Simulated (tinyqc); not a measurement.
Inside a calculation. Method: ROHF in the sto-3g basis, for LiH, spin multiplicity 3. One step of it, computed by the program tinyqc.

Task: Iteration 3: building the Fock matrix. J_ij = sum D_kl (ij|kl) with D = D(alpha) + D(beta), K_ij = sum D_kl (ik|jl) for each spin; F = H + J - K(s); E = tr D H + tr D J / 2 - 0.5 sum_s tr D(s) K(s) + E_nn.

D(alpha) after iteration 2, order 1Li 1s, 1Li 2s, 1Li 2px, 1Li 2py, 1Li 2pz, 2H 1s:
```
[[1.059127, -0.247400, 0.000000, 0.000000, -0.071191, 0.053055],
 [-0.247400, 1.034703, 0.000000, 0.000000, 0.273710, -0.230717],
 [0.000000, 0.000000, 0.000000, 0.000000, 0.000000, 0.000000],
 [0.000000, 0.000000, 0.000000, 0.000000, 0.000000, 0.000000],
 [-0.071191, 0.273710, 0.000000, 0.000000, 0.074495, -0.016187],
 [0.053055, -0.230717, 0.000000, 0.000000, -0.016187, 1.028441]]
```

D(beta) after iteration 2, order 1Li 1s, 1Li 2s, 1Li 2px, 1Li 2py, 1Li 2pz, 2H 1s:
```
[[0.982187, 0.034531, 0.000000, 0.000000, 0.003689, -0.004434],
 [0.034531, 0.001214, 0.000000, 0.000000, 0.000130, -0.000156],
 [0.000000, 0.000000, 0.000000, 0.000000, 0.000000, 0.000000],
 [0.000000, 0.000000, 0.000000, 0.000000, 0.000000, 0.000000],
 [0.003689, 0.000130, 0.000000, 0.000000, 0.000014, -0.000017],
 [-0.004434, -0.000156, 0.000000, 0.000000, -0.000017, 0.000020]]
```

core Hamiltonian H = T + V (hartree), order 1Li 1s, 1Li 2s, 1Li 2px, 1Li 2py, 1Li 2pz, 2H 1s:
```
[[-4.596241, -1.030432, 0.000000, 0.000000, -0.005324, -0.016546],
 [-1.030432, -1.292855, 0.000000, 0.000000, -0.061431, -0.206449],
 [0.000000, 0.000000, -1.051787, 0.000000, 0.000000, 0.000000],
 [0.000000, 0.000000, 0.000000, -1.051787, 0.000000, 0.000000],
 [-0.005324, -0.061431, 0.000000, 0.000000, -1.093010, -0.306971],
 [-0.016546, -0.206449, 0.000000, 0.000000, -0.306971, -1.037019]]
```

Two-electron integrals (ij|kl) in chemists' order, unique and non-zero (hartree):
```
(11|11) 1.680395   (21|11) 0.265420   (21|21) 0.049941   (22|11) 0.397727
(22|21) 0.092860   (22|22) 0.290562   (31|31) 0.008981   (32|31) 0.013788
(32|32) 0.064184   (33|11) 0.396640   (33|21) 0.092880   (33|22) 0.290497
(33|33) 0.312946   (41|41) 0.008981   (42|41) 0.013788   (42|42) 0.064184
(43|43) 0.016869   (44|11) 0.396640   (44|21) 0.092880   (44|22) 0.290497
(44|33) 0.279207   (44|44) 0.312946   (51|51) 0.008981   (52|51) 0.013788
(52|52) 0.064184   (53|53) 0.016869   (54|54) 0.016869   (55|11) 0.396640
(55|21) 0.092880   (55|22) 0.290497   (55|33) 0.279207   (55|44) 0.279207
(55|55) 0.312946   (61|11) 0.003655   (61|21) 0.000711   (61|22) 0.001414
(61|33) 0.001390   (61|44) 0.001390   (61|51) 0.000114   (61|52) 0.000233
(61|55) 0.001464   (61|61) 0.000012   (62|11) 0.036828   (62|21) 0.008838
(62|22) 0.033611   (62|33) 0.031582   (62|44) 0.031582   (62|51) 0.001222
(62|52) 0.010618   (62|55) 0.037628   (62|61) 0.000164   (62|62) 0.010127
(63|31) 0.000323   (63|32) 0.002179   (63|53) 0.001145   (63|63) 0.000360
(64|41) 0.000323   (64|42) 0.002179   (64|54) 0.001145   (64|64) 0.000360
(65|11) 0.054881   (65|21) 0.013199   (65|22) 0.050804   (65|33) 0.047487
(65|44) 0.047487   (65|51) 0.001885   (65|52) 0.016582   (65|55) 0.057377
(65|61) 0.000248   (65|62) 0.015970   (65|65) 0.025230   (66|11) 0.190145
(66|21) 0.045849   (66|22) 0.187023   (66|33) 0.174136   (66|44) 0.174136
(66|51) 0.005321   (66|52) 0.059649   (66|55) 0.212465   (66|61) 0.000835
(66|62) 0.078190   (66|65) 0.124926   (66|66) 0.774606
```

nuclear repulsion = 0.57043896 hartree

Give: Coulomb J; exchange K(alpha); exchange K(beta); F(alpha); F(beta); total energy of this density.

Result:

Coulomb J (hartree), order 1Li 1s, 1Li 2s, 1Li 2px, 1Li 2py, 1Li 2pz, 2H 1s:
```
[[3.9359, 0.6664, 0.0000, 0.0000, 0.0112, 0.0096],
 [0.6664, 1.2703, 0.0000, 0.0000, 0.0892, 0.1899],
 [0.0000, 0.0000, 1.2550, 0.0000, 0.0000, 0.0000],
 [0.0000, 0.0000, 0.0000, 1.2550, 0.0000, 0.0000],
 [0.0112, 0.0892, 0.0000, 0.0000, 1.2938, 0.2925],
 [0.0096, 0.1899, 0.0000, 0.0000, 0.2925, 1.3667]]
```

exchange K(alpha) (hartree), order 1Li 1s, 1Li 2s, 1Li 2px, 1Li 2py, 1Li 2pz, 2H 1s:
```
[[1.7008, 0.2672, 0.0000, 0.0000, 0.0003, 0.0041],
 [0.2672, 0.3079, 0.0000, 0.0000, 0.0916, 0.0862],
 [0.0000, 0.0000, 0.0697, 0.0000, 0.0000, 0.0000],
 [0.0000, 0.0000, 0.0000, 0.0697, 0.0000, 0.0000],
 [0.0003, 0.0916, 0.0000, 0.0000, 0.1091, 0.1371],
 [0.0041, 0.0862, 0.0000, 0.0000, 0.1371, 0.7776]]
```

exchange K(beta) (hartree), order 1Li 1s, 1Li 2s, 1Li 2px, 1Li 2py, 1Li 2pz, 2H 1s:
```
[[1.6688, 0.2761, 0.0000, 0.0000, 0.0013, 0.0043],
 [0.2761, 0.0557, 0.0000, 0.0000, 0.0004, 0.0009],
 [0.0000, 0.0000, 0.0098, 0.0000, 0.0000, 0.0000],
 [0.0000, 0.0000, 0.0000, 0.0098, 0.0000, 0.0000],
 [0.0013, 0.0004, 0.0000, 0.0000, 0.0098, 0.0002],
 [0.0043, 0.0009, 0.0000, 0.0000, 0.0002, 0.0000]]
```

F(alpha) (hartree), order 1Li 1s, 1Li 2s, 1Li 2px, 1Li 2py, 1Li 2pz, 2H 1s:
```
[[-2.3612, -0.6313, 0.0000, 0.0000, 0.0055, -0.0111],
 [-0.6313, -0.3304, 0.0000, 0.0000, -0.0638, -0.1028],
 [0.0000, 0.0000, 0.1335, 0.0000, 0.0000, 0.0000],
 [0.0000, 0.0000, 0.0000, 0.1335, 0.0000, 0.0000],
 [0.0055, -0.0638, 0.0000, 0.0000, 0.0917, -0.1516],
 [-0.0111, -0.1028, 0.0000, 0.0000, -0.1516, -0.4479]]
```

F(beta) (hartree), order 1Li 1s, 1Li 2s, 1Li 2px, 1Li 2py, 1Li 2pz, 2H 1s:
```
[[-2.3292, -0.6402, 0.0000, 0.0000, 0.0046, -0.0112],
 [-0.6402, -0.0783, 0.0000, 0.0000, 0.0274, -0.0174],
 [0.0000, 0.0000, 0.1933, 0.0000, 0.0000, 0.0000],
 [0.0000, 0.0000, 0.0000, 0.1933, 0.0000, 0.0000],
 [0.0046, 0.0274, 0.0000, 0.0000, 0.1909, -0.0147],
 [-0.0112, -0.0174, 0.0000, 0.0000, -0.0147, 0.3297]]
```

total energy of this density = -7.759905 hartree
